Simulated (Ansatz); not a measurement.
# Relaxing Al

These are results of Ansatz, DFT r2SCAN, scalar-relativistic, plane waves, PAW, not measurements.

The start is a database structure of Al, space group P6_3/mmc (No. 194).

Input of the last, converged step (default PAW datasets):

```yaml
crystal:
  lattice:
    - [2.8270770242, 0.0, 0.0]
    - [-1.4135385121, 2.4483205214, 0.0]
    - [0.0, 0.0, 9.18599307]
  atoms:
    - { symbol: Al, position: [0.0, 0.0, 0.0] }
    - { symbol: Al, position: [0.33333333, 0.66666667, 0.25] }
    - { symbol: Al, position: [0.0, 0.0, 0.5] }
    - { symbol: Al, position: [0.66666667, 0.33333333, 0.75] }
basis:
  ecutwfc: 500
kpoints:
  mp_grid: { grid: [18, 18, 6] }
hamiltonian:
  xc: r2scan
scf:
  occupations: { method: gaussian, width: 0.1 }
output:
  forces: true
  stress: true
  eigenvalues: true
relax:
  adjacent_minimum: "off"
  f_tol: 0.01
  max_steps: 80
  cell: { stress_tol: 0.05 }
```

It can be run as:

```bash
ansatz run input.yaml --threads 1 --pin off --backend cpu --events-out ev --progress --plain --runs-dir out  # memory cap (--max-ram) not shown
```

The program printed at the end:

```
SCF converged after 3 iterations
Free energy (F): -2161.584404 eV
Harris-Foulkes:  -2161.584404 eV  (|F-HF|=5.68e-11)
Internal energy: -2161.576667 eV  (E = F + TS)
E sigma→0 (E₀):  -2161.580536 eV
Entropy (-TS):   -0.007737 eV (-1.934 meV/atom)
Fermi energy:    8.303235 eV
--- Per-component energies (eV) ---
  E_band       = 42.127117
  E_kinetic    = 93.849295
  E_local      = 43.059237  (includes V_loc(G=0)·N_el)
  E_nonlocal   = 38.541417
  E_hartree    = 0.482402
  E_xc         = -147.567204
  E_vxc        = -125.575847  (∫ρ·V_xc dr)
  E_paw        = -1892.441246  (= ΣΔE_a)
  E_vpaw       = -13.635648  (= ΣTr[D̂ρ^β])
  E_aug_tail   = -0.000003  (compensation charges beyond the density's cutoff)
  E_vtau       = 4.923861  (kinetic-family band-sum trace: ∫τ·v_τ [+ j·A + Jᵃ·Aᵃ] dr)
  E_ewald      = -297.260134
  E_core_change = -0.240432  (= ΣΔE_core)
  E_smearing   = -0.007737  (= −TS)
  E_closure    = 0.000000  (closes the sum)
  Σ components = -2161.584404   (vs F -2161.584404, Δ=0.00e0)
--- Forces (eV/Å), atoms counted from 1 ---
  atom   1  Al     0.00000000     0.00000000     0.00000000
  atom   2  Al     0.00000000     0.00000000     0.00000000
  atom   3  Al     0.00000000     0.00000000     0.00000000
  atom   4  Al     0.00000000     0.00000000     0.00000000
  max |Σ_I F_I| component: 4.63e-18 eV/Å
--- Stress (GPa, compression-positive) ---
        0.000549       0.000000       0.000000
        0.000000       0.000549       0.000000
        0.000000       0.000000      -0.005181
  P = ⅓ Tr σ = -0.0014 GPa (-0.014 kbar)
--- Relaxed structure (4 steps of the walk, 4 accepted, 1 SCFs on fresh bases) ---
  F+E_penalty+E_count = -2161.58440399 eV   max|allowed force component| = 2.024e-17 eV/Å   (the final SCF, on the basis selected at the relaxed cell)
  cell:  # Å, volume = 63.8871 Å³
    - [2.822198, 0.0, 0.0]
    - [-1.411099, 2.444095, 0.0]
    - [0.0, 0.0, 9.262060]
  atoms:
    - { symbol: Al, position: [0.000000, 0.000000, 0.000000] }
    - { symbol: Al, position: [0.333333, 0.666667, 0.25] }
    - { symbol: Al, position: [0.000000, 0.000000, 0.5] }
    - { symbol: Al, position: [0.666667, 0.333333, 0.750000] }
```

Absolute energies hang on the potentials; compare differences alone.

The result has space group P6_3/mmc (No. 194). Around Al on Wyckoff site a (2 atoms of the primitive cell) lie 12 Al at 2.82–2.83 Å; Al on Wyckoff site c (2 atoms of the primitive cell) is coordinated by 12 Al at 2.82–2.83 Å.

It lies 0.02 eV/atom above the element's standard state at the same level.

For metals, differences of a few meV/atom aren't resolved.

Symmetry constrained the relaxation, so the result can be a saddle point.